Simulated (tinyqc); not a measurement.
Inside a calculation (part 2 of 3). Method: UHF in the sto-6g basis, for NH3, spin multiplicity 1. Computed by tinyqc, a small Python program that keeps every step (integrals from PySCF). Command: `OMP_NUM_THREADS=1 python tinyqc.py 23334 23335 out.jsonl` (the two numbers bound the seeds that draw the settings). One thread of a shared host (Intel(R) Xeon(R) Processor @ 2.60GHz), about 0.2 s of CPU time with the checks.

Geometry (angstrom):
```
atom          x          y         z
N      0.000000   0.000000  0.531000
H      0.889000   0.000000  0.000000
H     -0.444000   0.769000  0.000000
H     -0.444000  -0.769000  0.000000
```

## Iteration 1: diagonalisation and new density

F(alpha) (hartree), lower triangle:
```
             1N 1s      1N 2s     1N 2px     1N 2py    1N 2pz      2H 1s      3H 1s      4H 1s
1N 1s   -13.763794
1N 2s    -3.413167  -1.178824
1N 2px   -0.000346  -0.003223   0.277051
1N 2py    0.001252   0.002117   0.002993   0.277988
1N 2pz    0.018729   0.280151   0.000607  -0.002726  0.334901
2H 1s    -0.856733  -0.562860  -0.163049   0.001448  0.186620  -0.163560
3H 1s    -0.858074  -0.575882   0.080027  -0.140056  0.147347  -0.247834  -0.155814
4H 1s    -0.858622  -0.546120   0.077211   0.138116  0.223486  -0.248415  -0.243672  -0.159919
```

F(beta) (hartree), lower triangle:
```
             1N 1s      1N 2s     1N 2px     1N 2py    1N 2pz      2H 1s      3H 1s      4H 1s
1N 1s   -13.763794
1N 2s    -3.413167  -1.178824
1N 2px   -0.000346  -0.003223   0.277051
1N 2py   -0.001252  -0.002117  -0.002993   0.277988
1N 2pz    0.018729   0.280151   0.000607   0.002726  0.334901
2H 1s    -0.856733  -0.562860  -0.163049  -0.001448  0.186620  -0.163560
3H 1s    -0.858622  -0.546120   0.077211  -0.138116  0.223486  -0.248415  -0.159919
4H 1s    -0.858074  -0.575882   0.080027   0.140056  0.147347  -0.247834  -0.243672  -0.155814
```

X, lower triangle:
```
            1N 1s      1N 2s     1N 2px     1N 2py    1N 2pz      2H 1s      3H 1s     4H 1s
1N 1s    1.023454
1N 2s   -0.147632   1.375280
1N 2px   0.000010  -0.000244   1.121541
1N 2py   0.000000   0.000000   0.000000   1.121693
1N 2pz   0.013026  -0.160079   0.000133   0.000000  1.072240
2H 1s    0.019796  -0.303263  -0.276758   0.000000  0.137200   1.240314
3H 1s    0.019808  -0.303920   0.138525  -0.239984  0.137574  -0.062510   1.240987
4H 1s    0.019808  -0.303920   0.138525   0.239984  0.137574  -0.062510  -0.062618  1.240987
```

Diagonalise F' = X^T F X, C = X C', fill 5 alpha and 5 beta electrons from the bottom; D(s) = C_occ C_occ^T. Each column has its largest component positive (the first on a tie).

F' = X^T F X (alpha) (hartree), lower triangle:
```
            1          2          3          4         5          6          7         8
1  -13.506729
2   -1.857948  -0.207319
3   -0.000012  -0.003274   0.508680
4    0.000063   0.010975   0.002159   0.509407
5    0.019059   0.053977   0.000530   0.014575  0.463307
6   -0.152118  -0.349317  -0.371979   0.000524  0.199625   0.270699
7   -0.150367  -0.371106   0.187283  -0.323431  0.150847  -0.082223   0.279031
8   -0.155210  -0.330085   0.183928   0.318715  0.248622  -0.079928  -0.075489  0.273762
```

orbital energies (alpha) (hartree): MO1 -13.770041, MO2 -0.556077, MO3 -0.035358, MO4 -0.029129, MO5 0.375281, MO6 0.809918, MO7 0.893661, MO8 0.902582

coefficients C (alpha):
```
              MO1        MO2        MO3        MO4        MO5        MO6        MO7        MO8
1N 1s    0.994140  -0.189421  -0.013295  -0.001522  -0.157285  -0.145807   0.010164   0.011122
1N 2s    0.029219   0.604993   0.061999   0.008445   0.826206   1.068326  -0.081238  -0.119161
1N 2px   0.000029   0.003490  -0.122247   0.449040   0.004897   0.054186   1.054090  -0.205348
1N 2py  -0.000122  -0.001889   0.438225   0.112652  -0.168929   0.234153   0.191092   1.024091
1N 2pz  -0.005699  -0.229722   0.082391   0.025401   0.648151  -0.828216   0.086585   0.241651
2H 1s   -0.006241   0.210705  -0.170005   0.610568  -0.252176  -0.681519  -0.827282   0.274567
3H 1s   -0.006193   0.203015   0.603668  -0.164960  -0.215056  -0.769144   0.355874  -0.734158
4H 1s   -0.006285   0.203409  -0.464545  -0.453008  -0.278067  -0.468698   0.630801   0.760923
```

F' = X^T F X (beta) (hartree), lower triangle:
```
            1          2          3          4         5          6          7         8
1  -13.506729
2   -1.857948  -0.207319
3   -0.000012  -0.003274   0.508680
4   -0.000063  -0.010975  -0.002159   0.509407
5    0.019059   0.053977   0.000530  -0.014575  0.463307
6   -0.152118  -0.349317  -0.371979  -0.000524  0.199625   0.270699
7   -0.155210  -0.330085   0.183928  -0.318715  0.248622  -0.079928   0.273762
8   -0.150367  -0.371106   0.187283   0.323431  0.150847  -0.082223  -0.075489  0.279031
```

orbital energies (beta) (hartree): MO1 -13.770041, MO2 -0.556077, MO3 -0.035358, MO4 -0.029129, MO5 0.375281, MO6 0.809918, MO7 0.893661, MO8 0.902582

coefficients C (beta):
```
              MO1        MO2        MO3        MO4        MO5        MO6        MO7        MO8
1N 1s    0.994140  -0.189421  -0.013295  -0.001522  -0.157285  -0.145807   0.010164  -0.011122
1N 2s    0.029219   0.604993   0.061999   0.008445   0.826206   1.068326  -0.081238   0.119161
1N 2px   0.000029   0.003490  -0.122247   0.449040   0.004897   0.054186   1.054090   0.205348
1N 2py   0.000122   0.001889  -0.438225  -0.112652   0.168929  -0.234153  -0.191092   1.024091
1N 2pz  -0.005699  -0.229722   0.082391   0.025401   0.648151  -0.828216   0.086585  -0.241651
2H 1s   -0.006241   0.210705  -0.170005   0.610568  -0.252176  -0.681519  -0.827282  -0.274567
3H 1s   -0.006285   0.203409  -0.464545  -0.453008  -0.278067  -0.468698   0.630801  -0.760923
4H 1s   -0.006193   0.203015   0.603668  -0.164960  -0.215056  -0.769144   0.355874   0.734158
```

D(alpha) after iteration 1, lower triangle:
```
            1N 1s      1N 2s     1N 2px     1N 2py     1N 2pz      2H 1s      3H 1s     4H 1s
1N 1s    1.049112
1N 2s   -0.216337   1.053402
1N 2px  -0.000461   0.002371   0.216617
1N 2py   0.020809  -0.112596  -0.003820   0.233272
1N 2pz  -0.065230   0.401682   0.003706  -0.070090   0.480338
2H 1s   -0.005122  -0.086441   0.294452   0.036484  -0.210314   0.509723
3H 1s   -0.018561  -0.019005  -0.148215   0.281905  -0.140444  -0.106299   0.479129
4H 1s    0.005823  -0.139491  -0.147281  -0.208017  -0.276702  -0.084596  -0.104569  0.539754
```

D(beta) after iteration 1, lower triangle:
```
            1N 1s      1N 2s     1N 2px     1N 2py     1N 2pz      2H 1s      3H 1s     4H 1s
1N 1s    1.049112
1N 2s   -0.216337   1.053402
1N 2px  -0.000461   0.002371   0.216617
1N 2py  -0.020809   0.112596   0.003820   0.233272
1N 2pz  -0.065230   0.401682   0.003706   0.070090   0.480338
2H 1s   -0.005122  -0.086441   0.294452  -0.036484  -0.210314   0.509723
3H 1s    0.005823  -0.139491  -0.147281   0.208017  -0.276702  -0.084596   0.539754
4H 1s   -0.018561  -0.019005  -0.148215  -0.281905  -0.140444  -0.106299  -0.104569  0.479129
```

## Iteration 2: building the Fock matrix

core Hamiltonian H = T + V (hartree), lower triangle:
```
             1N 1s      1N 2s     1N 2px     1N 2py     1N 2pz      2H 1s      3H 1s      4H 1s
1N 1s   -25.971028
1N 2s    -5.677716  -7.696619
1N 2px    0.000020   0.000158  -6.441010
1N 2py    0.000000   0.000000   0.000000  -6.441109
1N 2pz    0.024675   0.270476  -0.000128   0.000000  -6.401662
2H 1s    -1.423634  -3.228616  -2.102375   0.000000   1.344374  -4.637994
3H 1s    -1.426510  -3.232973   1.051934  -1.821847   1.346744  -1.406564  -4.640820
4H 1s    -1.426510  -3.232973   1.051934   1.821847   1.346744  -1.406564  -1.408659  -4.640820
```

nuclear repulsion = 11.76952587 hartree

Given earlier and not repeated: Two-electron integrals (ij|kl) in chemists' order.

J_ij = sum D_kl (ij|kl) with D = D(alpha) + D(beta), K_ij = sum D_kl (ik|jl) for each spin; F = H + J - K(s); E = tr D H + tr D J / 2 - 0.5 sum_s tr D(s) K(s) + E_nn.

Coulomb J (hartree), lower triangle:
```
            1N 1s      1N 2s     1N 2px     1N 2py     1N 2pz     2H 1s     3H 1s     4H 1s
1N 1s   14.256894
1N 2s    2.482877   6.685666
1N 2px   0.000253   0.001579   6.681642
1N 2py   0.000000   0.000000   0.000000   6.683145
1N 2pz   0.000308  -0.123166   0.000484   0.000000   6.692214
2H 1s    0.637622   2.819129   2.031299   0.000000  -1.263590  4.752500
3H 1s    0.638896   2.822175  -1.015339   1.759584  -1.265627  1.243762  4.752393
4H 1s    0.638896   2.822175  -1.015339  -1.759584  -1.265627  1.243762  1.245309  4.752393
```

exchange K(alpha) (hartree), lower triangle:
```
            1N 1s      1N 2s     1N 2px     1N 2py     1N 2pz     2H 1s     3H 1s     4H 1s
1N 1s    4.242340
1N 2s    0.628463   1.033336
1N 2px   0.000074   0.000957   0.664029
1N 2py  -0.000689  -0.039266  -0.004056   0.669944
1N 2pz  -0.004522   0.042832   0.002296  -0.038817   0.780537
2H 1s    0.171480   0.492101   0.366492  -0.001417  -0.226747  0.711271
3H 1s    0.171642   0.492713  -0.183176   0.315762  -0.218250  0.211931  0.703517
4H 1s    0.171930   0.492802  -0.182777  -0.318095  -0.235835  0.213077  0.212482  0.716831
```

exchange K(beta) (hartree), lower triangle:
```
            1N 1s     1N 2s     1N 2px     1N 2py     1N 2pz     2H 1s     3H 1s     4H 1s
1N 1s    4.242340
1N 2s    0.628463  1.033336
1N 2px   0.000074  0.000957   0.664029
1N 2py   0.000689  0.039266   0.004056   0.669944
1N 2pz  -0.004522  0.042832   0.002296   0.038817   0.780537
2H 1s    0.171480  0.492101   0.366492   0.001417  -0.226747  0.711271
3H 1s    0.171930  0.492802  -0.182777   0.318095  -0.235835  0.213077  0.716831
4H 1s    0.171642  0.492713  -0.183176  -0.315762  -0.218250  0.211931  0.212482  0.703517
```

F(alpha) (hartree), lower triangle:
```
             1N 1s      1N 2s     1N 2px     1N 2py     1N 2pz      2H 1s      3H 1s      4H 1s
1N 1s   -15.956475
1N 2s    -3.823302  -2.044289
1N 2px    0.000199   0.000779  -0.423397
1N 2py    0.000689   0.039266   0.004056  -0.427909
1N 2pz    0.029505   0.104478  -0.001939   0.038817  -0.489986
2H 1s    -0.957492  -0.901589  -0.437567   0.001417   0.307532  -0.596765
3H 1s    -0.959256  -0.903511   0.219771  -0.378026   0.299367  -0.374733  -0.591945
4H 1s    -0.959544  -0.903600   0.219372   0.380358   0.316953  -0.375878  -0.375832  -0.605258
```

F(beta) (hartree), lower triangle:
```
             1N 1s      1N 2s     1N 2px     1N 2py     1N 2pz      2H 1s      3H 1s      4H 1s
1N 1s   -15.956475
1N 2s    -3.823302  -2.044289
1N 2px    0.000199   0.000779  -0.423397
1N 2py   -0.000689  -0.039266  -0.004056  -0.427909
1N 2pz    0.029505   0.104478  -0.001939  -0.038817  -0.489986
2H 1s    -0.957492  -0.901589  -0.437567  -0.001417   0.307532  -0.596765
3H 1s    -0.959544  -0.903600   0.219372  -0.380358   0.316953  -0.375878  -0.605258
4H 1s    -0.959256  -0.903511   0.219771   0.378026   0.299367  -0.374733  -0.375832  -0.591945
```

total energy of this density = -55.81176747 hartree

## Iteration 2: DIIS over 2 matrices

error matrix X^T (FDS - SDF) X (alpha):
```
           1          2          3          4          5          6          7          8
1   0.000000  -0.030338  -0.000082  -0.008723   0.031005   0.028035   0.034423   0.022069
2   0.030338   0.000000  -0.002002   0.004589   0.066950  -0.024247  -0.048940  -0.003068
3   0.000082   0.002002   0.000000  -0.000160   0.000709  -0.159732   0.079861   0.078345
4   0.008723  -0.004589   0.000160   0.000000  -0.030704  -0.009430  -0.144671   0.123667
5  -0.031005  -0.066950  -0.000709   0.030704   0.000000   0.091418   0.062305   0.114087
6  -0.028035   0.024247   0.159732   0.009430  -0.091418   0.000000   0.004697  -0.005937
7  -0.034423   0.048940  -0.079861   0.144671  -0.062305  -0.004697   0.000000  -0.010591
8  -0.022069   0.003068  -0.078345  -0.123667  -0.114087   0.005937   0.010591   0.000000
```

B (overlaps of the stored error matrices):
```
                1               2
1   3.1942788e+00  -1.0378883e+00
2  -1.0378883e+00   4.5050317e-01
```

Minimise |sum c_i e_i|^2 with sum c_i = 1: solve [B -1; -1 0][c; lambda] = [0; -1] with B_ij = tr e_i^T e_j summed over both spins, and take F = sum c_i F_i.

DIIS coefficients: 0.260183  0.739817

extrapolated F(alpha) (hartree), lower triangle:
```
             1N 1s      1N 2s     1N 2px     1N 2py     1N 2pz      2H 1s      3H 1s      4H 1s
1N 1s   -15.385977
1N 2s    -3.716592  -1.819109
1N 2px    0.000057  -0.000262  -0.241153
1N 2py    0.000836   0.029601   0.003780  -0.244246
1N 2pz    0.026701   0.150185  -0.001277   0.028008  -0.275364
2H 1s    -0.931276  -0.813458  -0.366142   0.001425   0.276073  -0.484052
3H 1s    -0.932930  -0.818267   0.183412  -0.316110   0.259814  -0.341716  -0.478471
4H 1s    -0.933286  -0.810590   0.182384   0.317331   0.292634  -0.342714  -0.341446  -0.489388
```

extrapolated F(beta) (hartree), lower triangle:
```
             1N 1s      1N 2s     1N 2px     1N 2py     1N 2pz      2H 1s      3H 1s      4H 1s
1N 1s   -15.385977
1N 2s    -3.716592  -1.819109
1N 2px    0.000057  -0.000262  -0.241153
1N 2py   -0.000836  -0.029601  -0.003780  -0.244246
1N 2pz    0.026701   0.150185  -0.001277  -0.028008  -0.275364
2H 1s    -0.931276  -0.813458  -0.366142  -0.001425   0.276073  -0.484052
3H 1s    -0.933286  -0.810590   0.182384  -0.317331   0.292634  -0.342714  -0.489388
4H 1s    -0.932930  -0.818267   0.183412   0.316110   0.259814  -0.341716  -0.341446  -0.478471
```

## Iteration 2: diagonalisation and new density

As before.

F' = X^T F X (alpha) (hartree), lower triangle:
```
            1          2          3          4          5          6          7         8
1  -15.132671
2   -1.898923  -0.791991
3    0.000090  -0.000573   0.021351
4   -0.003788   0.041749   0.003925   0.017308
5    0.041897  -0.110396  -0.001272   0.036547  -0.125645
6   -0.163995  -0.413119  -0.450994  -0.004562   0.234973   0.047953
7   -0.162891  -0.428962   0.226174  -0.394778   0.207812  -0.079287   0.056529
8   -0.166080  -0.400315   0.224987   0.383784   0.262262  -0.078962  -0.077101  0.041407
```

orbital energies (alpha) (hartree): MO1 -15.389159, MO2 -1.058049, MO3 -0.482327, MO4 -0.479877, MO5 -0.322837, MO6 0.606576, MO7 0.628210, MO8 0.631705

coefficients C (alpha):
```
              MO1        MO2        MO3        MO4        MO5        MO6        MO7        MO8
1N 1s    0.996036  -0.211935   0.003075   0.001222  -0.107283  -0.145989  -0.014133   0.023716
1N 2s    0.020072   0.768748  -0.026740  -0.011038   0.596520   1.110263   0.091297  -0.162638
1N 2px  -0.000010   0.000188  -0.251104   0.547524  -0.001290   0.035140   0.750760   0.667169
1N 2py  -0.000102  -0.022632   0.553436   0.245359  -0.035951  -0.112432   0.668083  -0.738990
1N 2pz  -0.004668  -0.161706  -0.039400  -0.013439   0.781365  -0.769203  -0.005429   0.045092
2H 1s   -0.004350   0.138548  -0.188001   0.474915  -0.198797  -0.710884  -0.768491  -0.564284
3H 1s   -0.004336   0.138173   0.519003  -0.042103  -0.109102  -0.558496  -0.239337   1.031986
4H 1s   -0.004392   0.138098  -0.276007  -0.408100  -0.278462  -0.764195   0.876408  -0.211905
```

F' = X^T F X (beta) (hartree), lower triangle:
```
            1          2          3          4          5          6          7         8
1  -15.132671
2   -1.898923  -0.791991
3    0.000090  -0.000573   0.021351
4    0.003788  -0.041749  -0.003925   0.017308
5    0.041897  -0.110396  -0.001272  -0.036547  -0.125645
6   -0.163995  -0.413119  -0.450994   0.004562   0.234973   0.047953
7   -0.166080  -0.400315   0.224987  -0.383784   0.262262  -0.078962   0.041407
8   -0.162891  -0.428962   0.226174   0.394778   0.207812  -0.079287  -0.077101  0.056529
```

orbital energies (beta) (hartree): MO1 -15.389159, MO2 -1.058049, MO3 -0.482327, MO4 -0.479877, MO5 -0.322837, MO6 0.606576, MO7 0.628210, MO8 0.631705

coefficients C (beta):
```
              MO1        MO2        MO3        MO4        MO5        MO6        MO7        MO8
1N 1s    0.996036  -0.211935  -0.003075   0.001222  -0.107283  -0.145989  -0.014133   0.023716
1N 2s    0.020072   0.768748   0.026740  -0.011038   0.596520   1.110263   0.091297  -0.162638
1N 2px  -0.000010   0.000188   0.251104   0.547524  -0.001290   0.035140   0.750760   0.667169
1N 2py   0.000102   0.022632   0.553436  -0.245359   0.035951   0.112432  -0.668083   0.738990
1N 2pz  -0.004668  -0.161706   0.039400  -0.013439   0.781365  -0.769203  -0.005429   0.045092
2H 1s   -0.004350   0.138548   0.188001   0.474915  -0.198797  -0.710884  -0.768491  -0.564284
3H 1s   -0.004392   0.138098   0.276007  -0.408100  -0.278462  -0.764195   0.876408  -0.211905
4H 1s   -0.004336   0.138173  -0.519003  -0.042103  -0.109102  -0.558496  -0.239337   1.031986
```

D(alpha) after iteration 2, lower triangle:
```
            1N 1s      1N 2s     1N 2px     1N 2py     1N 2pz      2H 1s      3H 1s     4H 1s
1N 1s    1.048524
1N 2s   -0.207024   0.948049
1N 2px  -0.000014   0.000046   0.362837
1N 2py   0.010554  -0.056353  -0.004588   0.368297
1N 2pz  -0.054343   0.342896   0.001497  -0.049533   0.638435
2H 1s   -0.012366  -0.012380   0.307517   0.016490  -0.176692   0.319623
3H 1s   -0.020354   0.027639  -0.153210   0.277700  -0.127454  -0.076717   0.302151
4H 1s   -0.005115  -0.048148  -0.153753  -0.245997  -0.223532  -0.067413  -0.076585  0.339356
```

D(beta) after iteration 2, lower triangle:
```
            1N 1s      1N 2s     1N 2px     1N 2py     1N 2pz      2H 1s      3H 1s     4H 1s
1N 1s    1.048524
1N 2s   -0.207024   0.948049
1N 2px  -0.000014   0.000046   0.362837
1N 2py  -0.010554   0.056353   0.004588   0.368297
1N 2pz  -0.054343   0.342896   0.001497   0.049533   0.638435
2H 1s   -0.012366  -0.012380   0.307517  -0.016490  -0.176692   0.319623
3H 1s   -0.005115  -0.048148  -0.153753   0.245997  -0.223532  -0.067413   0.339356
4H 1s   -0.020354   0.027639  -0.153210  -0.277700  -0.127454  -0.076717  -0.076585  0.302151
```
